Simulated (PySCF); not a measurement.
# acetophenone: calculation and literature

Mapped SMILES: `[CH3:1][C:2](=[O:3])[c:4]1[cH:5][cH:6][cH:7][cH:8][cH:9]1`; H(Xn) means a hydrogen on atom n.

Published estimates (parent shift plus substituent increments) and measurements: δ 13C C1 25.7; δ 1H H(C1) 2.55 ppm (measured; solution, not stated per compound (mostly CDCl3 or CCl4); Pretsch, Buehlmann, Badertscher, Structure Determination of Organic Compounds, 4th ed. (2009)).
δ 13C C4 137.6; C7 132.7; C5/C9 128.6; C6/C8 128.5 ppm (estimated from measurements, as parent shift plus tabulated substituent increment; solution, CCl4; Levy, Lichter, Nelson pp. 111-112; Breitmaier, Voelter pp. 256-258, as tabulated by Wired Chemist).
δ 1H H(C5)/H(C9) 7.87; H(C7) 7.47; H(C6)/H(C8) 7.39 ppm (measured; solution, CCl4; Shapiro, Mohrmann, J. Phys. Chem. Ref. Data 1977, 6, 919).
δ 1H H(C5)/H(C9) 7.95; H(C7) 7.55; H(C6)/H(C8) 7.45; H(C1) 2.59 ppm (measured; solution, not stated in the table (CDCl3 in this author's series); The use of chemical shift calculations in the conformational analysis of substituted benzenes, New J. Chem. 2019 (ESI)).
δ 13C C7 132.9; C5/C9 128.6; C6/C8 128.4; δ 1H H(C5)/H(C9) 7.96; H(C7) 7.56; H(C6)/H(C8) 7.46 ppm (estimated from measurements, as parent shift plus tabulated substituent increment; solution, not stated per compound (mostly CDCl3 or CCl4); Pretsch, Buehlmann, Badertscher, Structure Determination of Organic Compounds, 4th ed. (2009)). Coupling constants: 3J(H(C5),H(C6)) 8.0 Hz, 4J(H(C5),H(C7)) 1.3 Hz, 5J(H(C5),H(C8)) 0.6 Hz, 4J(H(C5),H(C9)) 1.8 Hz, 3J(H(C6),H(C7)) 7.5 Hz, 4J(H(C6),H(C8)) 1.3 Hz, 1J(C1,H(C1)) 125.7 Hz.

Computational details: couplings computed with B3LYP/pcJ-1 (without the spin–dipole term), structure optimised with PBE0-D3(BJ)/def2-SVP, PBE/pcSseg-1 with gauge-including orbitals, in PySCF 2.14 (no solvent model, rapidly exchanging positions averaged, no relativistic terms, one conformer).

**Question.** What does the calculation give, and how does it compare?

**Answer.** 
Reference values: measured (solution, not stated per compound (mostly CDCl3 or CCl4); Pretsch, Buehlmann, Badertscher, Structure Determination of Organic Compounds, 4th ed. (2009)).
```csv
atoms,quantity,reference,computed,"computed, scaled"
C1,δ 13C,25.7,27.4,25.8
H(C1),δ 1H,2.55,2.54,–
```

Reference values: estimated from measurements, as parent shift plus tabulated substituent increment (solution, CCl4; Levy, Lichter, Nelson pp. 111-112; Breitmaier, Voelter pp. 256-258, as tabulated by Wired Chemist).
```csv
atoms,quantity,reference,computed,"computed, scaled"
C4,δ 13C,137.6,137.2,134.9
C7,δ 13C,132.7,136.2,134.0
C5/C9,δ 13C,128.6,131.6,129.4
C6/C8,δ 13C,128.5,131.9,129.7
```

Reference values: measured (solution, CCl4; Shapiro, Mohrmann, J. Phys. Chem. Ref. Data 1977, 6, 919).
| atoms | quantity | reference | computed |
| --- | --- | --- | --- |
| H(C5)/H(C9) | δ 1H | 7.87 | 8.02 |
| H(C7) | δ 1H | 7.47 | 7.48 |
| H(C6)/H(C8) | δ 1H | 7.39 | 7.47 |

Reference values: measured (solution, not stated in the table (CDCl3 in this author's series); The use of chemical shift calculations in the conformational analysis of substituted benzenes, New J. Chem. 2019 (ESI)).
```csv
atoms,quantity,reference,computed
H(C5)/H(C9),δ 1H,7.95,8.02
H(C7),δ 1H,7.55,7.48
H(C6)/H(C8),δ 1H,7.45,7.47
H(C1),δ 1H,2.59,2.54
```

Reference values: estimated from measurements, as parent shift plus tabulated substituent increment (solution, not stated per compound (mostly CDCl3 or CCl4); Pretsch, Buehlmann, Badertscher, Structure Determination of Organic Compounds, 4th ed. (2009)).
| atoms | quantity | reference | computed | computed, scaled |
| --- | --- | --- | --- | --- |
| C7 | δ 13C | 132.9 | 136.2 | 134.0 |
| C5/C9 | δ 13C | 128.6 | 131.6 | 129.4 |
| C6/C8 | δ 13C | 128.4 | 131.9 | 129.7 |
| H(C5)/H(C9) | δ 1H | 7.96 | 8.02 | – |
| H(C7) | δ 1H | 7.56 | 7.48 | – |
| H(C6)/H(C8) | δ 1H | 7.46 | 7.47 | – |

Computed shifts are σ(ref) − σ with the named reference compound (TMS for H and C) calculated as an isolated molecule at the same level. The measured values may be among those fitted. Empirical linear scaling, fitted to shifts measured mostly in CDCl3 for H and C (δ vs TMS): 13C: δ = 177.48 − 0.993σ (rms 1.8 ppm, 44 shifts, 2.0 ppm with the 1 outlier that the fit left out). Occasional misses reach two or three times the rms, and more in compound classes unlike the fitted ones.

Coupling constants in Hz (some tables give magnitudes without signs):
```tsv
coupling	reference	computed	source
3J(H(C5),H(C6))	8.0	8.8	measured; solution (compiled); Pretsch, Buehlmann, Badertscher, Structure Determination of Organic Compounds, 4th ed., Springer 2009
4J(H(C5),H(C7))	1.3	1.0	measured; solution (compiled); Pretsch, Buehlmann, Badertscher, Structure Determination of Organic Compounds, 4th ed., Springer 2009
5J(H(C5),H(C8))	0.6	0.6	measured; solution (compiled); Pretsch, Buehlmann, Badertscher, Structure Determination of Organic Compounds, 4th ed., Springer 2009
4J(H(C5),H(C9))	1.8	1.6	measured; solution (compiled); Pretsch, Buehlmann, Badertscher, Structure Determination of Organic Compounds, 4th ed., Springer 2009
3J(H(C6),H(C7))	7.5	8.2	measured; solution (compiled); Pretsch, Buehlmann, Badertscher, Structure Determination of Organic Compounds, 4th ed., Springer 2009
4J(H(C6),H(C8))	1.3	1.0	measured; solution (compiled); Pretsch, Buehlmann, Badertscher, Structure Determination of Organic Compounds, 4th ed., Springer 2009
1J(C1,H(C1))	125.7	134.4	measured; liquid or solution (compiled); San Fabian, Garcia de la Vega, Suardiaz et al., Magn. Reson. Chem. 2013, 51, 775 (SI)
```

**Question.** How far are the unscaled 13C shifts from the references?

**Answer.** Mean signed difference +2.62 ppm, mean absolute 2.72 ppm over 8 comparisons; the largest is +3.5 ppm at C7 (aromatic CH).

**Question.** How far are the unscaled 1H shifts from the references?

**Answer.** Mean signed difference +0.02 ppm, mean absolute 0.06 ppm over 11 comparisons; the largest is +0.15 ppm at H(C5)/H(C9) (hydrogen on an aromatic CH).

26 of the 29 published NMR values on file for this molecule are compared. The rest: values whose atom or origin is in doubt.

Unscaled 3J(H,H) at this level run about 10 % above measured values.
